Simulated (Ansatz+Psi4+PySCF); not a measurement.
Values are calculated unless marked as measured or tabulated.
## Ansatz (development build ahead of 0.2.0) run

```yaml
crystal:
  periodic: [false, false, false]
  atoms:
    - { symbol: "N", position_ang: [-0.00735, 0.00542, -1.23605] }
    - { symbol: "N", position_ang: [0.00283, 0.00932, -0.05857] }
    - { symbol: O, position_ang: [0.00668, -0.00442, 1.12523] }
basis:
  gaussian: { orbitals: cc-pVTZ }
total_charge: 1
magnetization:
  initial_magnetization: 1
hamiltonian:
  xc: hf
correlation:
  method: mp2
  frozen_orbitals: { "N": 1, O: 1 }
scf:
  omitted_lower_state_checks: [starts, atomic_configurations, cluster_reference, orbital_swaps, given_window_search, neighbouring_geometries, increment]
```

The input is written out in the form of the current development build from the run's settings. Correlation on restricted open-shell orbitals is semicanonical, with singles.

The run gave:

```
Converged                                                          : yes
Reference energy                                                   : -183.30513 hartree
Correlation energy                                                 : -0.59475 hartree
Total energy                                                       : -183.89988 hartree
Spin squared of the determinant                                    : 0.750
Stability test                                                     : minimum among restricted orbitals
Occupied orbitals by symmetry in an Abelian subgroup (alpha; beta) : 9 A' 2 A''; 8 A' 2 A''
```

Caution: large amplitudes, a single reference is doubtful; an unrestricted determinant lies well below.
